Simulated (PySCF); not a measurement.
Homolysis of single bonds, series Ga F-Cl. All species are isolated molecules in the gas phase. Strings in code marks are SMILES.

The dipole moment from two functionals at the same geometries (PBE0-D4/def2-TZVP), both in PySCF: PBE-D3(BJ)/def2-TZVP and PBE0-D4/def2-TZVP. 

| species | PBE0-D4/def2-TZVP (D) |
|---|---|
| whole molecule (`[F][Ga]([F])[Cl]`) | 1.00 |
| radical fragment (`[F][Ga][Cl]`) | 2.11 |
| radical fragment (`[Cl]`) | 0.00 |
| whole molecule (`[F][Ga]([Cl])[Cl]`) | 0.85 |
| radical fragment (`[Cl][Ga][Cl]`) | 1.77 |
| whole molecule (`[Cl][Ga]([Cl])[Cl]`) | 0.00 |

**Question.** What does PBE-D3(BJ)/def2-TZVP give for each?

**Answer.** 
- whole molecule (`[F][Ga]([F])[Cl]`): 0.95
- radical fragment (`[F][Ga][Cl]`): 1.88
- radical fragment (`[Cl]`): 0.00
- whole molecule (`[F][Ga]([Cl])[Cl]`): 0.81
- radical fragment (`[Cl][Ga][Cl]`): 1.55
- whole molecule (`[Cl][Ga]([Cl])[Cl]`): 0.00
Over these rows, drawn at random from the members with no instability flagged (it was tested for open shells, ions and some series alone), PBE minus PBE0-D4: mean -0.09 D, from -0.23 D to 0.00 D.
